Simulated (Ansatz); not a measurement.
The input, for Ansatz 0.2.0:

```yaml
crystal:
  periodic: [false, false, false]
  atoms:
    - {symbol: Ge, position_ang: [0.000000, 0.003702, 1.173607]}
    - {symbol: Ge, position_ang: [0.000000, -0.043821, -1.230994]}
    - {symbol: H, position_ang: [0.000000, 2.605041, 3.266918]}
    - {symbol: H, position_ang: [0.000000, -1.264724, 2.060983]}
    - {symbol: H, position_ang: [0.000000, 1.551041, -1.192093]}
basis:
  gaussian: {orbitals: cc-pVDZ}
magnetization: {spin_polarized: false, initial_magnetization: 1}
correlation: {method: bccd_t, electrons: outside_noble_gas}
scf: {lower_state_search: full}
```

```sh
$ ansatz run in.yaml --threads 1 --pin off --events-out ev --progress --plain --max-ram 2393MiB
```

Problem. Roughly how long does this take on 1 thread of AMD EPYC 9R14, shared host, and how much host memory?

Solution. 58 s wall and 0.28 GiB.

```
786 factors; integrals over basis functions are off by at most 1.2e-3 eV
mean field evaluation 1: about -112984.6648 eV, gradient 1.4e1 eV
mean field evaluation 2: about -112984.6686 eV, gradient 1.4e1 eV
mean field evaluation 4: about -112985.7072 eV, gradient 9.1e0 eV
mean field evaluation 8: about -112986.6100 eV, gradient 2.5e-1 eV
mean field evaluation 16: about -112984.6643 eV, gradient 1.4e1 eV
mean field evaluation 32: about -112986.5886 eV, gradient 1.6e0 eV
mean field evaluation 64: about -112987.5612 eV, gradient 1.9e-4 eV
mean field evaluation 96: about -112986.6122 eV, gradient 1.7e-6 eV
mean field evaluation 128: about -112985.8244 eV, gradient 4.2e0 eV
mean field evaluation 160: about -112987.5608 eV, gradient 1.7e-1 eV
...
cycle  12  -7.36864225 eV  change    8.6e-4 eV  update   9.9e-4
cycle  13  -7.36880495 eV  change   -1.6e-4 eV  update   6.6e-4
cycle  14  -7.36913514 eV  change   -3.3e-4 eV  update   5.3e-4
cycle  15  -7.36915092 eV  change   -1.6e-5 eV  update   3.5e-4
cycle  16  -7.36892140 eV  change    2.3e-4 eV  update   2.0e-4
cycle  17  -7.36880291 eV  change    1.2e-4 eV  update   1.0e-4
cycle  18  -7.36880963 eV  change   -6.7e-6 eV  update   4.6e-5
cycle  19  -7.36880080 eV  change    8.8e-6 eV  update   2.5e-5
cycle  20  -7.36880716 eV  change   -6.4e-6 eV  update   1.3e-5
cycle  21  -7.36881034 eV  change   -3.2e-6 eV  update   7.1e-6
perturbative correction -0.20233528 eV, -0.0074356845 hartree
WARN: these amplitudes may be one of several solutions (largest doubles amplitude 0.11, level shift 2.49 eV)
Total energy: -112994.18334286 eV, -4152.4596476418 hartree
```
